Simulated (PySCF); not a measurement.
C4H7O2 (doublet state).
Atom-mapped SMILES: `[CH:1]1[CH2:2][CH2:3][O:4][CH2:5][O:6]1` (hydrogens: H7 on C1; H8, H9 on C2; H10, H11 on C3; H12, H13 on C5)

Cartesian coordinates in Å at the GFN2-xTB level; atoms count from 1:
```xyz
13
C4H7O2 angstrom
C      0.324    1.347    0.154
C      1.237    0.180   -0.009
C      0.434   -1.112    0.156
O     -0.751   -1.048   -0.619
C     -1.560   -0.002   -0.204
O     -0.969    1.265   -0.308
H      0.698    2.354    0.101
H      1.691    0.183   -1.013
H      2.048    0.230    0.720
H      0.985   -1.981   -0.205
H      0.171   -1.262    1.215
H     -1.876   -0.160    0.850
H     -2.438    0.008   -0.855
```

Method: PySCF, UKS B3LYP, pcH-1 on C H O, non-relativistic, mean-field spin-orbit, GIAO. Isolated species at its GFN2-xTB geometry (one conformer only). Couplings are sensitive to structure, and on GFN2-xTB geometries they can be far from those on DFT ones. No stability test was run, so a lower SCF solution isn't excluded.

Principal values of hyperfine tensors in MHz (contact and dipolar terms together), for some of the nuclei:

```json
{"atom": "C1", "isotope": "13C", "A1": "74.09", "A2": "75.78", "A3": "299.72"}
{"atom": "H8", "isotope": "1H", "A1": "115.65", "A2": "118.22", "A3": "128.22"}
{"atom": "H7", "isotope": "1H", "A1": "-76.03", "A2": "-44.59", "A3": "-5.34"}
{"atom": "H9", "isotope": "1H", "A1": "24.04", "A2": "25.16", "A3": "40.00"}
{"atom": "O6", "isotope": "17O", "A1": "-78.93", "A2": "11.49", "A3": "14.08"}
{"atom": "C3", "isotope": "13C", "A1": "13.82", "A2": "14.66", "A3": "17.51"}
{"atom": "H12", "isotope": "1H", "A1": "7.91", "A2": "9.54", "A3": "19.68"}
{"atom": "C2", "isotope": "13C", "A1": "-14.23", "A2": "-13.48", "A3": "-6.90"}
```

(1) Split each tensor into its isotropic and traceless parts, and turn a_iso into mT with g = 2.0032.

(2) What spin density at the nucleus of H8 lies behind its contact coupling (g_N = 5.58569)?

(3) O4 (17O, g_N = -0.75752) isn't in the table. Its spin density at the nucleus is 0.00668 bohr⁻³. What is its contact coupling?

(4) Name the largest traceless tensor T of the table and describe it.

(5) In a single crystal, with the field along each principal axis of the tensor of H8 in turn, what first-order splitting does this nucleus give (isotropic g, quadrupole terms neglected)?

Results:

(1) a_iso = (A1 + A2 + A3)/3, Ti = Ai − a_iso; 1 mT corresponds to 28.037 MHz.

```json
{"atom": "C1", "a_iso (MHz)": "149.86", "a_iso (mT)": "5.345", "T1": "-75.78", "T2": "-74.08", "T3": "149.86"}
{"atom": "H8", "a_iso (MHz)": "120.70", "a_iso (mT)": "4.305", "T1": "-5.05", "T2": "-2.47", "T3": "7.52"}
{"atom": "H7", "a_iso (MHz)": "-41.99", "a_iso (mT)": "-1.498", "T1": "-34.04", "T2": "-2.60", "T3": "36.64"}
{"atom": "H9", "a_iso (MHz)": "29.73", "a_iso (mT)": "1.061", "T1": "-5.70", "T2": "-4.57", "T3": "10.27"}
{"atom": "O6", "a_iso (MHz)": "-17.79", "a_iso (mT)": "-0.634", "T1": "-61.14", "T2": "29.28", "T3": "31.87"}
{"atom": "C3", "a_iso (MHz)": "15.33", "a_iso (mT)": "0.547", "T1": "-1.52", "T2": "-0.67", "T3": "2.18"}
{"atom": "H12", "a_iso (MHz)": "12.38", "a_iso (mT)": "0.442", "T1": "-4.47", "T2": "-2.84", "T3": "7.30"}
{"atom": "C2", "a_iso (MHz)": "-11.54", "a_iso (mT)": "-0.412", "T1": "-2.69", "T2": "-1.95", "T3": "4.64"}
```

(2) a_FC = 800.24 MHz bohr³ × g_N × ρ(0)/(2S). With a_FC = 120.70 MHz and 2S = 1, ρ(0) = 0.027 bohr⁻³. In magnitude that is 8.5 % of the 1/π = 0.318 of a free hydrogen atom.

(3) By the same relation, a_FC = -4.05 MHz. Its full tensor has the principal values -4.96, -3.78, -3.41 MHz.

(4) C1: -75.8, -74.1, 149.9 MHz, axial, in the ratio −1:−1:+2, the form that spin in one p orbital centred on that nucleus gives.

(5) 2 lines (I = 1/2), spaced by |A_i|/(g × 13.996): 4.12, 4.22, 4.57 mT along the axes of A1, A2 and A3.
